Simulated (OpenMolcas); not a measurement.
# C2HF (fluoroacetylene) at 6 levels

Aim: a comparison of 6 runs (HF/cc-pVTZ, B3LYP/6-31G*, B2PLYP/cc-pVTZ, PBE/cc-pVTZ, r2SCAN/cc-pVTZ, MP2/cc-pVTZ) of C2HF (fluoroacetylene). 

Program for the calculation: OpenMolcas 26.06.

### Step 1. The molecule

C2HF has 4 atoms, charge 0, and is taken as a singlet. As SMILES, `C#CF`. Geometry: relaxed at PBE0-D4/def2-TZVP.

Bond lengths: C1–C2 1.192 Å, C2–F3 1.270 Å, C1–H4 1.063 Å. Angles: C1–C2–F3 180.0°, C2–C1–H4 180.0°.

### Step 2. Energy and gradient at HF/cc-pVTZ (run 1)

File run.input:

```
&GATEWAY
 BASLIB=$CurrDir
 COORD
 4
 angstrom
 C       -0.361030       0.453110      -0.290220
 C        0.303270      -0.380840       0.243810
 F        1.010600      -1.269010       0.812300
 H       -0.952830       1.196740      -0.765890
 BASIS=cc-pVTZ
 GROUP=NoSym

&SEWARD

&SCF
 THRESHOLDS=1e-10 1e-07 1e-07 1e-05
 PRORBITALS=1 1

&ALASKA
```

The basis set cc-pVTZ is read from a file made from the Basis Set Exchange's data (not shown).

Started as:

```console
$ export MOLCAS_MEM=1860
$ pymolcas run.input > run.log
```

The log of the run:

```text
--- Start Module: gateway ---
[...]
--- Stop Module: gateway /rc=_RC_ALL_IS_WELL_ ---
[...]
      Basis functions          104
[...]
--- Start Module: scf ---
[...]
       Convergence after  12 Iterations
[...]
::    Total SCF energy                               -175.7134447044
[...]
      Total spin, S                                     0.0000000000
[...]
      Total electronic charge=   22.000000
      Total            charge=   -0.000000
[...]
      Dipole Moment (debye):
      Origin of the operator (angstrom)=    0.3987   -0.5007    0.3205
                   X= -4.5539E-01               Y=  5.7247E-01               Z= -3.6599E-01           Total=  8.1795E-01
      Quadrupole Moment (debye*angstrom):
[...]
--- Stop Module: scf /rc=_RC_ALL_IS_WELL_ ---
[...]
--- Start Module: alaska ---
[...]
 *              Molecular gradients               *
 **************************************************
  Irreducible representation: a
 ------------------------------------------------------------------------------------------
                              X                       Y                       Z
 ------------------------------------------------------------------------------------------
  C1               -2.20481385951592E-02    2.76397384220264E-02   -1.77303944445910E-02
  C2                1.83754706899721E-02   -2.30537801102255E-02    1.47825588432201E-02
  F3                8.43754028705757E-03   -1.05923443930624E-02    6.77721716294943E-03
  H4               -4.76487238191248E-03    6.00638608128334E-03   -3.82938156157087E-03
 ------------------------------------------------------------------------------------------
--- Stop Module: alaska /rc=_RC_ALL_IS_WELL_ ---
[...]
```

Run time: 7.2 s. Hardware: 1 thread of AMD EPYC 9R45 (Zen 5), shared host; peak memory 0.59 GiB.

### Step 3. Energy and gradient at B3LYP/6-31G(d) (Cartesian functions) (run 2)

File mol.input:

```
&GATEWAY
 BASLIB = $CurrDir
 COORD
 4
 angstrom
 C       -0.361030       0.453110      -0.290220
 C        0.303270      -0.380840       0.243810
 F        1.010600      -1.269010       0.812300
 H       -0.952830       1.196740      -0.765890
 BASIS = 6-31Gs
 GROUP = NoSym

&SEWARD
 GRIDINPUT
 Grid=UltraFine
 End of Grid

&SCF
 KSDFT = B3LYP
 THRESHOLDS = 1e-10 1e-07 1e-07 1e-05
 PRORBITALS = 1 1

&ALASKA
```

The basis set 6-31G* is read from a file made from the Basis Set Exchange's data (not shown).

Started as:

```console
$ export MOLCAS_MEM=1860
$ pymolcas mol.input > mol.log
```

The log of the run:

```text
--- Start Module: gateway ---
[...]
--- Stop Module: gateway /rc=_RC_ALL_IS_WELL_ ---
[...]
      Basis functions           47
[...]
--- Start Module: scf ---
[...]
       Convergence after  15 Iterations
[...]
::    Total KS-DFT energy                            -176.5358571913
[...]
      Total spin, S                                     0.0000000000
[...]
      Total electronic charge=   22.000000
      Total            charge=   -0.000000
[...]
      Dipole Moment (debye):
      Origin of the operator (angstrom)=    0.3987   -0.5007    0.3205
                   X= -2.6312E-01               Y=  3.3100E-01               Z= -2.1144E-01           Total=  4.7276E-01
      Quadrupole Moment (debye*angstrom):
[...]
--- Stop Module: scf /rc=_RC_ALL_IS_WELL_ ---
[...]
--- Start Module: alaska ---
[...]
 *              Molecular gradients               *
 **************************************************
  Irreducible representation: a
 ------------------------------------------------------------------------------------------
                              X                       Y                       Z
 ------------------------------------------------------------------------------------------
  C1                9.50392757592944E-03   -1.19517622269125E-02    7.63710880732571E-03
  C2               -2.23515878317038E-05    2.98496465338527E-05   -1.34739447675836E-05
  F3               -1.01038713060380E-02    1.26905655166336E-02   -8.12373253268017E-03
  H4                6.22295317919130E-04   -7.68652936239178E-04    5.00097670119937E-04
 ------------------------------------------------------------------------------------------
--- Stop Module: alaska /rc=_RC_ALL_IS_WELL_ ---
[...]
```

It took 4.8 s on 1 thread of AMD EPYC 9R45 (Zen 5), shared host; peak memory 0.38 GiB.

### Step 4. The energy at B2PLYP/cc-pVTZ (run 3)

File struct.xyz:

```xyz
4

C     -0.361030     0.453110    -0.290220
C      0.303270    -0.380840     0.243810
F      1.010600    -1.269010     0.812300
H     -0.952830     1.196740    -0.765890
```

File run.inp:

```
* C2HF Kohn-Sham DFT
&GATEWAY
BasLib=$CurrDir
Coord=struct.xyz
Basis=cc-pVTZ
Group=NoSym
&SEWARD
GridInput
Grid=UltraFine
End of Grid
&SCF
KSDFT=B2PLYP_SCF
Thresholds=1e-10 1e-07 1e-07 1e-05
PrOrbitals=1 1
&MBPT2
Frozen=3
```

The basis set cc-pVTZ is read from a file made from the Basis Set Exchange's data (not shown).

Started as:

```console
$ export MOLCAS_MEM=1860
$ pymolcas run.inp > run.log
```

The log of the run:

```text
--- Start Module: gateway ---
[...]
--- Stop Module: gateway /rc=_RC_ALL_IS_WELL_ ---
[...]
      Basis functions          104
[...]
--- Start Module: scf ---
[...]
       Convergence after  13 Iterations
[...]
::    Total KS-DFT energy                            -176.3140155550
[...]
      Total spin, S                                     0.0000000000
[...]
      Total electronic charge=   22.000000
      Total            charge=   -0.000000
[...]
      Dipole Moment (debye):
      Origin of the operator (angstrom)=    0.3987   -0.5007    0.3205
                   X= -3.7756E-01               Y=  4.7472E-01               Z= -3.0343E-01           Total=  6.7822E-01
      Quadrupole Moment (debye*angstrom):
[...]
--- Stop Module: scf /rc=_RC_ALL_IS_WELL_ ---
[...]
--- Start Module: mbpt2 ---
[...]
 ###    WARNING: MP2 implementation intended for RHF references only         ###
 ###############################################################################
MBPT2 WARNING: Reference function according to RunFile:KS-DFT
I'll assume you know what you're doing and continue
WARNING!
Default frozen orbitals as non valence orbitals is overwritten by user input.
Default values:   3
[...]
       Reference weight ( Cref**2 )         =        0.80358
::    Total MBPT2 energy                             -176.9813743590
[...]
      Total MBPT2 calculations                           0.24      0.25
--- Stop Module: mbpt2 /rc=_RC_ALL_IS_WELL_ ---
[...]
```

It took 13 s on 1 thread of AMD EPYC 9R45 (Zen 5), shared host; peak memory 0.59 GiB.

Runs 4 to 5 aren't shown in full; the table further down has their settings and results.

### Step 5. A single-point energy at MP2/cc-pVTZ (run 6)

File test.input:

```
* C2HF MP2

&GATEWAY
  BasLib = $CurrDir
  Coord
  4
  angstrom
  C       -0.361030       0.453110      -0.290220
  C        0.303270      -0.380840       0.243810
  F        1.010600      -1.269010       0.812300
  H       -0.952830       1.196740      -0.765890
  Basis = cc-pVTZ
  Group = NoSym

&SEWARD

&SCF
  Thresholds = 1e-10 1e-07 1e-07 1e-05
  PrOrbitals = 1 1

&MBPT2
  Frozen = 3
```

The basis set cc-pVTZ is read from a file made from the Basis Set Exchange's data (not shown).

Started as:

```console
$ export MOLCAS_MEM=1860
$ pymolcas test.input > test.log
```

The log of the run:

```text
--- Start Module: gateway ---
[...]
--- Stop Module: gateway /rc=_RC_ALL_IS_WELL_ ---
[...]
      Basis functions          104
[...]
--- Start Module: scf ---
[...]
       Convergence after  12 Iterations
[...]
::    Total SCF energy                               -175.7134447044
[...]
      Total spin, S                                     0.0000000000
[...]
      Total electronic charge=   22.000000
      Total            charge=   -0.000000
[...]
      Dipole Moment (debye):
      Origin of the operator (angstrom)=    0.3987   -0.5007    0.3205
                   X= -4.5539E-01               Y=  5.7247E-01               Z= -3.6599E-01           Total=  8.1795E-01
      Quadrupole Moment (debye*angstrom):
[...]
--- Stop Module: scf /rc=_RC_ALL_IS_WELL_ ---
[...]
--- Start Module: mbpt2 ---
[...]
WARNING!
Default frozen orbitals as non valence orbitals is overwritten by user input.
Default values:   3
[...]
       Reference weight ( Cref**2 )         =        0.86774
::    Total MBPT2 energy                             -176.2631754747
[...]
      Total MBPT2 calculations                           0.23      0.25
--- Stop Module: mbpt2 /rc=_RC_ALL_IS_WELL_ ---
[...]
```

It took 6 s on 1 thread of AMD EPYC 9R45 (Zen 5), shared host; peak memory 0.59 GiB.

### Step 6. The series

```tsv
run	level	Cartesian functions	integration grid	energy (Eh)	dipole moment (D) of the reference	HOMO energy (eV)	LUMO energy (eV)	wall time
1	HF/cc-pVTZ	no	–	-175.713445	0.82	-11.34	4.20	7.2 s
2	B3LYP/6-31G* (Cartesian functions)	yes	UltraFine	-176.535857	0.47	-7.60	2.08	4.8 s
3	B2PLYP/cc-pVTZ	no	UltraFine	-176.494202	0.68	-9.42	2.54	13 s
4	PBE/cc-pVTZ	no	UltraFine	-176.418947	0.36	-6.91	0.43	16 s
5	r2SCAN/cc-pVTZ	no	UltraFine	-176.520789	0.42	-7.18	0.97	18 s
6	MP2/cc-pVTZ	no	–	-176.263175	0.82	-11.34	4.20	6 s
```

### Step 7. Summary of results

| quantity | value |
| --- | --- |
| run 6: total energy | -176.26318 Eh |
| run 6: dipole moment (mean-field density) | 0.82 D |
| run 6: HOMO energy (Hartree–Fock orbitals) | -11.34 eV |
| run 6: LUMO energy (Hartree–Fock orbitals) | 4.20 eV |
| run 6: HOMO–LUMO gap (Hartree–Fock orbitals) | 15.53 eV |
| run 6: correlation energy (3 core orbitals frozen) | -549.7 mEh |

In words: Over runs 1, 2, 3, 4, 5 the dipole moment (its size) runs from 0.36 D (PBE/cc-pVTZ) to 0.82 D (HF/cc-pVTZ). Over runs 1, 2, 3, 4, 5 the HOMO–LUMO gap runs from 7.33 eV (PBE/cc-pVTZ) to 15.53 eV (HF/cc-pVTZ). Exact exchange widens orbital gaps. For B2PLYP the log adds the whole second-order term; the table takes 0.27 of it, as the functional is defined. Totals of different functionals can't be ranked against each other. All runs together took 65 s, the longest 18 s.
